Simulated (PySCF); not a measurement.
Molfile (atoms numbered from 1):
```
C5H10O
     RDKit          3D

 16 16  0  0  0  0  0  0  0  0999 V2000
    1.2859    0.1852    1.4409 O   0  0  0  0  0  0  0  0  0  0  0  0
    1.1458   -0.0329    0.0538 C   0  0  0  0  0  0  0  0  0  0  0  0
    0.2912   -1.2794   -0.1210 C   0  0  0  0  0  0  0  0  0  0  0  0
   -1.1431   -0.8013    0.1599 C   0  0  0  0  0  0  0  0  0  0  0  0
   -1.1384    0.7219   -0.1159 C   0  0  0  0  0  0  0  0  0  0  0  0
    0.2820    1.0436   -0.6003 C   0  0  0  0  0  0  0  0  0  0  0  0
    1.6958    1.0469    1.5658 H   0  0  0  0  0  0  0  0  0  0  0  0
    2.1363   -0.1327   -0.4325 H   0  0  0  0  0  0  0  0  0  0  0  0
    0.6236   -2.0880    0.5460 H   0  0  0  0  0  0  0  0  0  0  0  0
    0.3931   -1.6371   -1.1580 H   0  0  0  0  0  0  0  0  0  0  0  0
   -1.4092   -0.9969    1.2083 H   0  0  0  0  0  0  0  0  0  0  0  0
   -1.8783   -1.3365   -0.4594 H   0  0  0  0  0  0  0  0  0  0  0  0
   -1.3544    1.2743    0.8102 H   0  0  0  0  0  0  0  0  0  0  0  0
   -1.8999    1.0238   -0.8502 H   0  0  0  0  0  0  0  0  0  0  0  0
    0.6128    2.0657   -0.3514 H   0  0  0  0  0  0  0  0  0  0  0  0
    0.3568    0.9434   -1.6962 H   0  0  0  0  0  0  0  0  0  0  0  0
  1  2  1  0
  2  3  1  0
  3  4  1  0
  4  5  1  0
  5  6  1  0
  6  2  1  0
  1  7  1  0
  2  8  1  0
  3  9  1  0
  3 10  1  0
  4 11  1  0
  4 12  1  0
  5 13  1  0
  5 14  1  0
  6 15  1  0
  6 16  1  0
M  END
```

Geometry: PBE0-D3(BJ)/def2-SVP; GIAO shifts from PySCF 2.14.0 with density-fitted response routines, gas phase, non-relativistic, averaged over equivalent atoms.

At mPW1PW91/pcSseg-1 (152 basis functions, 14 s wall time on 1 thread of an x86-64 server CPU, shared host):
```csv
atoms,δ (ppm)
O1,62.0
C2,75.6
C3/C6,37.7
C4/C5,23.5
H8,4.12
H11/H13,1.92
H9/H15,1.58
H12/H14,1.54
H10/H16,1.25
H7,-0.47
```

References, each an isolated molecule treated in the same way: 17O (333.30 ppm) against H2O; 13C (183.54 ppm), 1H (31.32 ppm) vs TMS.

Problem. What do these become at KT2/pcSseg-2?

Solution. 
```
  atoms  δ at KT2/pcSseg-2  change
     O1               69.1    +7.1
     C2               80.0    +4.4
  C3/C6               39.5    +1.8
  C4/C5               24.4    +0.9
     H8               4.63   +0.51
H11/H13               2.05   +0.13
 H9/H15               1.71   +0.13
H12/H14               1.71   +0.17
H10/H16               1.51   +0.26
     H7              -0.43   +0.04
```

Chemical shifts δ = σref − σ; 17O (324.36 ppm) against H2O; 13C (182.28 ppm), 1H (31.18 ppm) vs TMS, all at this level.

The largest change is at O1 (alcohol oxygen). Cost: 356 basis functions, 87 s wall time on 1 thread of an Arm Neoverse V1, shared host. The order of the carbon signals is the same at both levels.

Experimental scales use liquid or dissolved standards, which lie at an offset from isolated H2O (liquid H2O: subtract about 36 ppm).
